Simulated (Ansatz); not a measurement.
Geometry optimisation, RKS PBE/def2-SVP in Ansatz 0.2.0.

Input:

```yaml
crystal:
  periodic: [false, false, false]
  atoms:
    - { symbol: Al, position_ang: [-0.046892, -0.415226, -0.51071] }
    - { symbol: C, position_ang: [-0.04588, -0.24471, 2.649731] }
    - { symbol: H, position_ang: [-0.978457, -0.182901, 3.239727] }
    - { symbol: H, position_ang: [0.813055, -0.458578, 3.312073] }
    - { symbol: H, position_ang: [0.129202, 0.735197, 2.157161] }
    - { symbol: H, position_ang: [1.422999, 0.136096, -0.776909] }
    - { symbol: H, position_ang: [-1.414436, 0.358349, -0.771444] }
    - { symbol: F, position_ang: [-0.172446, -2.019864, 0.006779] }
    - { symbol: H, position_ang: [-0.137544, -1.068063, 1.908793] }
basis:
  gaussian: { orbitals: def2-SVP }
hamiltonian:
  xc: pbe
relax:
  f_tol: 0.03
  max_steps: 50
```

Command:

```bash
$ ansatz run input.yaml --threads 2 --pin off --max-ram 3072MiB --backend cpu --events-out ev --progress --plain --runs-dir out
```

Task: Where does it end, and by what steps?

Result: It converged. After 8 steps the energy has fallen by 0.073 eV; H7 moved furthest, 0.38 Å.

```csv
step,energy less start (eV),largest force component (eV/Å),accepted
0,0.0000,0.193,yes
1,-0.0127,0.649,yes
2,-0.0451,0.116,yes
3,-0.0617,0.242,yes
4,-0.0549,0.335,no
5,-0.0725,0.055,yes
6,-0.0723,0.140,no
7,-0.0727,0.097,yes
8,-0.0732,0.006,yes
```

```xyz
9
Properties=species:S:1:pos:R:3
Al -0.051 -0.429 -0.251
C -0.043 -0.231 2.490
H -0.986 -0.067 3.043
H 0.810 -0.341 3.184
H 0.152 0.661 1.858
H 1.415 0.164 -0.437
H -1.417 0.378 -0.395
F -0.177 -2.118 -0.192
H -0.134 -1.178 1.915
```

The run took 10 s on 2 threads of Arm Neoverse V1, on a shared host, peak memory 0.13 GiB.
